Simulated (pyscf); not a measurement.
Elementary routes open to O=GeH₂ + hydrogen (H₂) in the gas phase (singlet surface):
A. HO–GeH₃ (H–H broken; H–O, Ge–H formed)
B. germylene (GeH₂) [singlet] + water (H₂O) (Ge–O, H–H broken; H–O, H–O formed)

Optimised with ωB97X-D3(BJ)/def2-SVP in PySCF.

Q: Rank the routes by free-energy barrier at 298 K, lowest first, for ωB97M-D3(BJ)/def2-TZVP energies (ideal gas, 1 atm, RRHO with modes under 100 cm⁻¹ raised to 100, one conformer, R ln 2 for chiral ones without a mode under 150 cm⁻¹).

A: A (32.3 kcal/mol), B (66.6 kcal/mol)

Route A is the fastest of these, ahead of the next by 34.3 kcal/mol. The most stable products are those of A (ΔG = -43.7 kcal/mol), so kinetics and thermodynamics agree. At 1200 K A is still the fastest. B: On the product side the descent ends in an adduct with a Ge–O contact, 16.6 kcal/mol under the separated species and 90.3 kcal/mol under the saddle at ωB97X-D3(BJ)/def2-TZVP. Only these routes are compared; each barrier is that of the saddle found, and lower ones may exist. A restricted solution here is unstable towards spin polarisation, so biradical character is likely and single-reference numbers are less safe. Elements up to Kr have no core potential and no relativistic terms here.
